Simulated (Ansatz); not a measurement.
Exact exchange and the HOMO–LUMO gap of C5H6 (2-methyl-1-buten-3-yne)

The species is C5H6 (11 atoms), meant as a singlet with charge 0. SMILES: `C#CC(=C)C`. The coordinates come from a PBE0-D4/def2-TZVP relaxation.

The HOMO–LUMO gap y, in eV, basis def2-SVP; a is the functional's share of exact exchange. Programs: Ansatz 0.2.0.

| functional | program | a | y (eV) |
| --- | --- | --- | --- |
| PBE | Ansatz | 0 | 4.34 |
| revPBE | Ansatz | 0 | 4.36 |
| B3LYP | Ansatz | 0.2 | ? |
| PBE0 | Ansatz | 0.25 | 6.37 |
| r2SCAN0 | Ansatz | 0.25 | 6.58 |
| BHLYP | Ansatz | 0.5 | 8.40 |

Problem. Fit y = c + s·a to the known rows and predict B3LYP.

Solution. 
1. Means of the 5 rows: a = 0.2000, y = 6.010.
2. Σ(Δa)² = 0.175, Σ(Δa·Δy) = 1.4275, so the slope is 1.4275/0.175 = 8.1571.
3. Intercept: 6.010 − (8.1571) × 0.2000 = 4.379. The largest residual of the fit is 0.16.
4. B3LYP: 4.379 + (8.1571) × 0.2 = 6.01 eV.

The run gave 5.95 eV, so the prediction is off by +0.06 eV, within the scatter of the fit. Exact exchange lowers occupied levels and raises empty ones. The rows mix families of semi-local functionals, which the line can't see.
